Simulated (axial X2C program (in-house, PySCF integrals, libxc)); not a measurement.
# Density and ELF of AlH

All values were computed with an axial X2C code built on PySCF integrals. Spin-free means the one-electron spin-free X2C Hamiltonian. Basis: Al dyall-v3z [8s8p2d1f], H dyall-v3z [6s2p1d] (cores contracted in-house); Gaussian nuclei, density fitting, unrestricted open shells. Masses: Al 26.982 u, H 1.008 u.

PBE0, scalar-relativistic, state M_S = 0, Λ = 0 (closed shell); Al at z = 0, H at z = 1.669 Å.

The maps cover the half plane through the axis: z from -2.4 to 3.6 Å along the bond, ρ from 0.15 to 2.25 Å away from it.

log10 of the density in e/bohr³:

```
 ρ\z  -2.4  -1.8  -1.2  -0.6   0.0   0.6   1.2   1.8   2.4   3.0   3.6
0.15  -2.8  -2.2  -1.6  -0.9   1.0  -0.9  -0.9  -0.7  -1.7  -2.6  -3.5
0.45  -2.9  -2.2  -1.7  -1.2  -0.2  -1.3  -1.2  -1.2  -1.8  -2.7  -3.5
0.75  -3.0  -2.3  -1.8  -1.5  -1.3  -1.6  -1.5  -1.6  -2.1  -2.9  -3.6
1.05  -3.1  -2.5  -2.0  -1.7  -1.7  -1.9  -1.9  -2.0  -2.4  -3.1  -3.8
1.35  -3.3  -2.7  -2.2  -2.0  -2.0  -2.2  -2.3  -2.4  -2.8  -3.4  -4.0
1.65  -3.5  -2.9  -2.5  -2.3  -2.3  -2.6  -2.7  -2.9  -3.2  -3.7  -4.3
1.95  -3.7  -3.2  -2.8  -2.6  -2.7  -3.0  -3.2  -3.3  -3.6  -4.0  -4.5
2.25  -4.0  -3.5  -3.2  -3.0  -3.1  -3.4  -3.6  -3.8  -4.0  -4.4  -4.8
```

Electron localisation function (collinear form, no current term, damped to 0 at low density):

```
 ρ\z  -2.4  -1.8  -1.2  -0.6   0.0   0.6   1.2   1.8   2.4   3.0   3.6
0.15  0.96  1.00  0.99  0.12  0.37  0.10  1.00  1.00  1.00  0.98  0.17
0.45  0.95  1.00  1.00  0.08  0.74  0.06  0.99  1.00  1.00  0.97  0.12
0.75  0.90  1.00  1.00  0.56  0.06  0.18  0.97  1.00  1.00  0.92  0.05
1.05  0.77  0.99  1.00  0.97  0.42  0.26  0.83  0.99  0.99  0.72  0.01
1.35  0.49  0.98  1.00  0.99  0.76  0.17  0.43  0.90  0.90  0.27  0.00
1.65  0.17  0.90  0.98  0.98  0.71  0.08  0.11  0.50  0.47  0.04  0.00
1.95  0.03  0.57  0.92  0.92  0.52  0.04  0.02  0.09  0.06  0.00  0.00
2.25  0.01  0.14  0.59  0.66  0.24  0.01  0.00  0.01  0.00  0.00  0.00
```

One determinant describes the state; a PBE0 search over occupations chose it and may have missed a lower one.
